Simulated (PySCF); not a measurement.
PySCF job for formic acid (CH2O2), SMILES O=CO, TDA-B3LYP/def2-SVPD. Geometry: PBE0-D3(BJ)/def2-TZVP. Other conformers were not sampled.

```python
import numpy as np
from pyscf import gto, scf, dft, tdscf

mol = gto.M(
    atom='''
    O    -0.09003755    1.11065732    0.00000000
    C     0.39658969   -0.13266560    0.00000000
    O    -0.26222225   -1.12865681    0.00000000
    H    -1.05667710    1.04137151    0.00000000
    H     1.49521732   -0.10138206    0.00000000
    ''',
    basis='def2-SVPD',
    charge=0,
    spin=0,
    symmetry=True,
    max_memory=1600,
    verbose=4,
)
mf = dft.RKS(mol, xc='b3lyp').density_fit(auxbasis='def2-universal-jkfit')
mf.grids.level = 3
mf.conv_tol = 1e-9
mf.max_cycle = 100
mf.kernel()
mf.grids = dft.Grids(mol).set(level=1).build(with_non0tab=True)  # coarser grid for the response kernel
td = tdscf.TDA(mf)
td.singlet = True
td.nstates = 10
td.conv_tol = 1e-4
td.positive_eig_threshold = 1e-6
td.kernel(x0=td.get_init_guess(mf, 15))
td.analyze()
tt = tdscf.TDA(mf)
tt.singlet = False
tt.nstates = 4
tt.conv_tol = 1e-4
tt.positive_eig_threshold = 1e-6
tt.kernel(x0=tt.get_init_guess(mf, 9))
tt.analyze(verbose=3)
```

Program output:

```
PySCF version 2.14.0

[INPUT] verbose = 4
[INPUT] num. atoms = 5
[INPUT] num. electrons = 24
[INPUT] charge = 0
[INPUT] spin (= nelec alpha-beta = 2S) = 0
[INPUT] symmetry True subgroup None
[INPUT] Mole.unit = angstrom
[INPUT] Symbol           X                Y                Z      unit          X                Y                Z       unit  Magmom
[INPUT]  1 O     -0.090037550000   1.110657320000   0.000000000000 AA   -0.170146310427   2.098838153043   0.000000000000 Bohr   0.0
[INPUT]  2 C      0.396589690000  -0.132665600000   0.000000000000 AA    0.749445897926  -0.250701650151   0.000000000000 Bohr   0.0
[INPUT]  3 O     -0.262222250000  -1.128656810000   0.000000000000 AA   -0.495528236267  -2.132852259525   0.000000000000 Bohr   0.0
[INPUT]  4 H     -1.056677100000   1.041371510000   0.000000000000 AA   -1.996830321100   1.967906947825   0.000000000000 Bohr   0.0
[INPUT]  5 H      1.495217320000  -0.101382060000   0.000000000000 AA    2.825551231506  -0.191584327344   0.000000000000 Bohr   0.0

nuclear repulsion = 70.5532234212862
point group symmetry = Cs
symmetry origin: [-3.14954351e-09 -5.51170125e-09  0.00000000e+00]
symmetry axis x: [ 1.00000000e+00 -1.18568306e-09  0.00000000e+00]
symmetry axis y: [1.18568306e-09 1.00000000e+00 0.00000000e+00]
symmetry axis z: [0. 0. 1.]
num. orbitals of irrep A' = 58
num. orbitals of irrep A" = 24
number of shells = 34
number of NR pGTOs = 116
number of NR cGTOs = 82
basis = def2-SVPD
ecp = {}


[settings echo left out]
init E= -190.012404038647
HOMO (A') = -0.381941678740844  LUMO (A") = -0.0759228829421966  gap/eV = 8.32720
cycle= 1 E= -189.489829601886  delta_E= 0.523  |g|= 0.882  |ddm|= 2.63
HOMO (A') = -0.162969344095046  LUMO (A') = 0.0134239394076099  gap/eV = 4.79991
cycle= 2 E= -189.053442214836  delta_E= 0.436  |g|= 1.73  |ddm|= 2.03
HOMO (A') = -0.320874451079101  LUMO (A") = -0.024360630844258  gap/eV = 8.06855
cycle= 3 E= -189.621410551731  delta_E= -0.568  |g|=  0.3  |ddm|= 1.54
HOMO (A') = -0.308186220890369  LUMO (A") = -0.0253616626629215  gap/eV = 7.69605
cycle= 4 E= -189.637537068673  delta_E= -0.0161  |g|= 0.0834  |ddm|= 0.245
HOMO (A') = -0.311366567721993  LUMO (A") = -0.0261753823982477  gap/eV = 7.76045
cycle= 5 E= -189.638778450437  delta_E= -0.00124  |g|= 0.0119  |ddm|= 0.0644
HOMO (A') = -0.310033966392471  LUMO (A") = -0.0237044742058495  gap/eV = 7.79142
cycle= 6 E= -189.638809009857  delta_E= -3.06e-05  |g|= 0.0033  |ddm|= 0.0122
HOMO (A') = -0.310722486759009  LUMO (A") = -0.0242359821581482  gap/eV = 7.79569
cycle= 7 E= -189.638811329845  delta_E= -2.32e-06  |g|= 0.000689  |ddm|= 0.00322
HOMO (A') = -0.310741993011289  LUMO (A") = -0.0241770767382384  gap/eV = 7.79783
cycle= 8 E= -189.638811431318  delta_E= -1.01e-07  |g|= 8.41e-05  |ddm|= 0.000781
HOMO (A') = -0.310756384192664  LUMO (A") = -0.0241887428885748  gap/eV = 7.79790
cycle= 9 E= -189.638811433055  delta_E= -1.74e-09  |g|= 1.06e-05  |ddm|= 0.000122
HOMO (A') = -0.310755745962207  LUMO (A") = -0.0241875131518889  gap/eV = 7.79792
cycle= 10 E= -189.638811433083  delta_E= -2.83e-11  |g|= 2.59e-06  |ddm|= 1.47e-05
HOMO (A') = -0.310756255771317  LUMO (A") = -0.0241875008437679  gap/eV = 7.79793
Extra cycle  E= -189.638811433079  delta_E= 4.77e-12  |g|= 5.6e-06  |ddm|= 5.78e-06
converged SCF energy = -189.638811433079
tot grids = 20488
Overwritten attributes  positive_eig_threshold  of <class 'pyscf.tdscf.rks.TDA'>


******** <class 'pyscf.tdscf.rks.TDA'> for <class 'pyscf.df.df_jk.DFSymAdaptedRKS'> ********
nstates = 10 singlet
deg_eia_thresh = 1.000e-03
wfnsym = None
conv_tol = 0.0001
eigh lindep = 1e-12
eigh level_shift = 0
eigh max_cycle = 100


Excitation energies (eV)
[ 5.85827635  7.59850828  8.35887856  8.52792341  9.00674966  9.23152393
  9.49411683  9.64249571  9.66096853 10.36960422]

** Singlet excitation energies and oscillator strengths **
Excited State   1:   A"      5.85828 eV    211.64 nm  f=0.0012
      12 -> 13       -0.70541
Excited State   2:   A'      7.59851 eV    163.17 nm  f=0.0370
      11 -> 13       -0.21948
      12 -> 14        0.66846
Excited State   3:   A'      8.35888 eV    148.33 nm  f=0.0587
      12 -> 15        0.70222
Excited State   4:   A"      8.52792 eV    145.39 nm  f=0.0028
      11 -> 14        0.70328
Excited State   5:   A'      9.00675 eV    137.66 nm  f=0.2561
      11 -> 13       -0.58866
      11 -> 17        0.10586
      12 -> 14       -0.19692
      12 -> 16       -0.21373
      12 -> 19        0.10093
Excited State   6:   A"      9.23152 eV    134.31 nm  f=0.0001
      10 -> 13        0.70258
Excited State   7:   A"      9.49412 eV    130.59 nm  f=0.0009
      11 -> 15        0.70426
Excited State   8:   A"      9.64250 eV    128.58 nm  f=0.0165
      12 -> 17       -0.70215
Excited State   9:   A'      9.66097 eV    128.34 nm  f=0.1171
      11 -> 13        0.15824
      12 -> 16       -0.66112
Excited State  10:   A'     10.36960 eV    119.57 nm  f=0.0167
      12 -> 18       -0.68410
      12 -> 19       -0.10658

** Transition electric dipole moments (AU) **
state          X           Y           Z        Dip. S.      Osc.
  1         0.0000     -0.0000      0.0895      0.0080      0.0012
  2         0.4201     -0.1485      0.0000      0.1986      0.0370
  3        -0.4860     -0.2250      0.0000      0.2869      0.0587
  4        -0.0000     -0.0000      0.1164      0.0135      0.0028
  5        -0.2115      1.0563     -0.0000      1.1604      0.2561
  6        -0.0000     -0.0000     -0.0187      0.0003      0.0001
  7        -0.0000     -0.0000     -0.0615      0.0038      0.0009
  8         0.0000      0.0000      0.2640      0.0697      0.0165
  9        -0.4106     -0.5712      0.0000      0.4948      0.1171
 10        -0.1242      0.2247      0.0000      0.0659      0.0167

** Transition velocity dipole moments (imaginary part, AU) **
state          X           Y           Z        Dip. S.      Osc.
  1         0.0000     -0.0000     -0.0002      0.0000      0.0000
  2         0.0733     -0.0632      0.0000      0.0094      0.0224
  3        -0.1170     -0.0598      0.0000      0.0173      0.0374
  4        -0.0000     -0.0000      0.0496      0.0025      0.0052
  5        -0.0938      0.1288     -0.0000      0.0254      0.0511
  6        -0.0000     -0.0000     -0.0000      0.0000      0.0000
  7        -0.0000     -0.0000     -0.0319      0.0010      0.0019
  8         0.0000      0.0000      0.0719      0.0052      0.0097
  9        -0.1180     -0.0998      0.0000      0.0239      0.0449
 10        -0.0565      0.0922      0.0000      0.0117      0.0204

** Transition magnetic dipole moments (imaginary part, AU) **
state          X           Y           Z
  1         0.4335      0.8305     -0.0000
  2         0.0000      0.0000     -0.3932
  3         0.0000      0.0000     -0.2673
  4        -0.5053     -0.0400     -0.0000
  5        -0.0000     -0.0000     -0.0735
  6         0.7023     -0.9551     -0.0000
  7        -0.2758      0.0517     -0.0000
  8        -0.1100      0.0896     -0.0000
  9        -0.0000     -0.0000      0.5393
 10        -0.0000      0.0000     -0.3494


******** <class 'pyscf.tdscf.rks.TDA'> for <class 'pyscf.df.df_jk.DFSymAdaptedRKS'> ********
nstates = 4 triplet
deg_eia_thresh = 1.000e-03
wfnsym = None
conv_tol = 0.0001
eigh lindep = 1e-12
eigh level_shift = 0
eigh max_cycle = 100


Excitation energies (eV)
[5.28920765 6.1146563  7.35597124 8.19624795]

** Triplet excitation energies and oscillator strengths **
Excited State   1:   A"      5.28921 eV    234.41 nm  f=0.0000
Excited State   2:   A'      6.11466 eV    202.77 nm  f=0.0000
Excited State   3:   A'      7.35597 eV    168.55 nm  f=0.0000
Excited State   4:   A'      8.19625 eV    151.27 nm  f=0.0000
```

Self-consistency was reached.
